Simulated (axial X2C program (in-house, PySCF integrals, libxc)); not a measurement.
FBF⁻: properties at the nuclei

Calculated with an axial X2C code built on PySCF integrals: two-component X2C with atomic mean-field Coulomb and Gaunt terms, Gaussian nuclei, basis F dyall-av3z, B dyall-v3z with contracted cores.

F–B–F held linear, with bonds 1.381 and 1.381 Å (near the PBE0 minimum at charge -1 of the determinant lowest at the starting distance; the state shown can have its own minimum elsewhere, held linear; other orders of the atoms were not compared).

Input and command:
```json
{"zs": [9, 5, 9], "q": -1, "bas": ["dyall-av3z", "dyall-v3z", "dyall-av3z"], "r0": [1.49, 1.49], "symm": 1, "scan": ["PBE0", "HF", "PBE"], "levels": ["PBE0", "HF", "BHandHLYP"], "nst": 2}
```
```bash
python solin.py task.json out
```

Keys: zs atomic numbers; q charge; bas basis sets; r0 starting distance in Å; symm equal bonds; scan levels of the two-bond scan; levels methods; nst determinants followed.

Determinant lowest in the PBE0 search, Ω = 0 (closed shell), highest spinor 40% B s, 32% F s, 14% B d:

```csv
level,qzz F (a.u.),qzz B (a.u.)
PBE0,0.65,-0.32
HF,0.88,-0.35
BHandHLYP,0.73,-0.33
```

qzz is the electric field gradient, eQq0 = 234.96 MHz × Q/barn × qzz. The operators were transformed with the bare-nucleus X2C matrices; with these basis sets, hyperfine constants and field gradients can be off by tens of per cent, and where levels differ in sign neither size nor sign is settled.

Question: With Q(11B) = 0.04059 barn (Q from Pyykkö, Mol. Phys. 2018), turn the PBE0 values of the first state into constants in MHz.

Answer: eQq0(11B) = 234.96 × (0.04059) × (-0.32) = -3.05 MHz.

The molecule was held linear; bending was not examined, so a bent shape may lie lower.

Each state is one determinant with collinear spin. For an anion, determinants above electron detachment, or with a positive highest level, are held by the basis set. At HF a later determinant lies lower. States lie within half an eV, so the first need not be the ground state. Further determinants of the search, some of them spin-mixed, are not shown.
